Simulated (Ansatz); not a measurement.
Two isomers of C4H5F: A = `CC1=C(F)C1`, B = `C#CC(C)F`.

Gas-phase electronic energies from Ansatz, PBE0-D4/def2-TZVP geometries. CBS: MP2 limit from def2 TZ/QZ plus the TZ coupled-cluster correction, frozen cores. Functionals use def2-TZVPP. B3LYP here is the variant with VWN-RPA as its local correlation; programs differ in this.

A:

```xyz
10

C     0.767   -0.085   -1.289
C     0.151   -0.104    0.041
C     0.042   -0.407    1.280
F     0.534   -1.022    2.331
C    -1.078    0.413    0.830
H     0.979    0.941   -1.601
H     0.091   -0.516   -2.033
H     1.700   -0.651   -1.300
H    -2.056   -0.040    0.645
H    -1.130    1.472    1.096
```

B:

```xyz
10

C     2.202   -0.439    0.454
C     1.115    0.053    0.337
C    -0.209    0.637    0.161
C    -1.182   -0.313   -0.500
F    -0.716    1.014    1.398
H     3.168   -0.872    0.568
H    -0.115    1.557   -0.428
H    -2.155    0.170   -0.598
H    -0.820   -0.589   -1.491
H    -1.288   -1.218    0.099
```

Q: Which isomer does CCSD(T)/CBS put lower? Give the gap. (An estimate is asked.)

A: The calculation gave: B, by 89.8 kJ/mol.

Q: Give E(B) − E(A) in kJ/mol with r2SCAN-D4, CCSD(T)/def2-TZVPP, BLYP-D4, B3LYP, PBE-D4, HF/def2-TZVPP, LDA (SPW92). (Estimate.)

A: Computed: r2SCAN-D4 -66.5, CCSD(T)/def2-TZVPP -88.2, BLYP-D4 -80.6, B3LYP -79.9, PBE-D4 -51.9, HF/def2-TZVPP -105.8, LDA (SPW92) -38.5. None reverses the order clearly.

Q: Does the order hold for the free energy at 298.15 K (harmonic terms from PBE0-D4)? (Best estimate.)

A: Computed: Yes: G(B) − G(A) = -91.0 kJ/mol.

Largest T1 diagnostic: 0.011.

In def2-TZVPP, CCSD(T) changes the Hartree–Fock value by +17.7 kJ/mol (the triples alone add +2.3 kJ/mol) and MP2 by +19.7 kJ/mol. Leaving LDA and LC-ωPBE aside and taking each functional with its dispersion term where it has one, the values, not all of them listed here, spread over 34.9 kJ/mol, from B2PLYP to PBE-D4. LDA lies +13.3 kJ/mol from PBE without D4.
